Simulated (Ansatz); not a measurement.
# BH8NSi: a nudged elastic band, and a look at its input

A nudged elastic band is wanted. The input is run as typed. The step meant is a four-centre ligand exchange at charge 0 and multiplicity 1, which changes B1–Si6, N2–H5, B1–N2, H5–Si6.

Program: Ansatz 0.2.0, Gaussian basis. Level of theory: PBE0-D4/def2-SVP. These are calculated values, not measurements.

### 1 The structure

| atom | x (Å) | y (Å) | z (Å) |
| --- | --- | --- | --- |
| B1 | -1.6517 | -0.2907 | -0.8714 |
| N2 | -1.4347 | 1.0619 | -0.6760 |
| H3 | -2.4811 | -0.6426 | -1.6591 |
| H4 | -1.0029 | -1.0802 | -0.2455 |
| H5 | 1.9631 | -0.3756 | -0.5522 |
| Si6 | 1.8526 | -0.4563 | 0.9249 |
| H7 | -0.7528 | 1.4203 | -0.0281 |
| H8 | -1.9435 | 1.7782 | -1.1657 |
| H9 | 3.1797 | -0.1903 | 1.5372 |
| H10 | 0.8951 | 0.5755 | 1.4048 |
| H11 | 1.3762 | -1.8003 | 1.3311 |

### 2 The run

Contents of run/in.yaml:

```yaml
crystal:
  periodic: [false, false, false]
  atoms:
    - {symbol: B, position_ang: [-1.651672, -0.290741, -0.871371]}
    - {symbol: N, position_ang: [-1.434746, 1.061888, -0.675969]}
    - {symbol: H, position_ang: [-2.481111, -0.642573, -1.659082]}
    - {symbol: H, position_ang: [-1.002866, -1.080151, -0.245498]}
    - {symbol: H, position_ang: [1.963102, -0.375551, -0.552176]}
    - {symbol: Si, position_ang: [1.852562, -0.456310, 0.924894]}
    - {symbol: H, position_ang: [-0.752829, 1.420256, -0.028137]}
    - {symbol: H, position_ang: [-1.943455, 1.778210, -1.165742]}
    - {symbol: H, position_ang: [3.179728, -0.190324, 1.537230]}
    - {symbol: H, position_ang: [0.895066, 0.575547, 1.404839]}
    - {symbol: H, position_ang: [1.376221, -1.800251, 1.331111]}
basis:
  gaussian: {orbitals: def2-SVP}
hamiltonian: {xc: pbe0, dispersion: d4}
neb:
  images: 0
  climbing: true
  max_iterations: 30
  initial_path: idpp
  final_atoms:
    - {symbol: B, position_ang: [-0.597552, -0.487320, -0.256503]}
    - {symbol: N, position_ang: [-0.783790, 1.086025, -0.648836]}
    - {symbol: H, position_ang: [-0.573128, -1.086195, -1.308731]}
    - {symbol: H, position_ang: [-1.565754, -0.774816, 0.411547]}
    - {symbol: H, position_ang: [-0.014347, 1.417245, -1.223693]}
    - {symbol: Si, position_ang: [1.120628, -0.720173, 0.777209]}
    - {symbol: H, position_ang: [-0.824468, 1.671806, 0.180287]}
    - {symbol: H, position_ang: [-1.644020, 1.226823, -1.170658]}
    - {symbol: H, position_ang: [2.342511, -0.282479, 0.019858]}
    - {symbol: H, position_ang: [1.174973, 0.085860, 2.044305]}
    - {symbol: H, position_ang: [1.364950, -2.136777, 1.175317]}
```

Launch:

```
ansatz run in.yaml --threads 2 --pin off --events-out ev --progress --plain --max-ram 4352MiB
```

Before running it: what results should come out? Wanted: this run.

The runs gave:

| quantity | value |
| --- | --- |
| this run | refused |
| fault | no images |

A band needs at least one image.
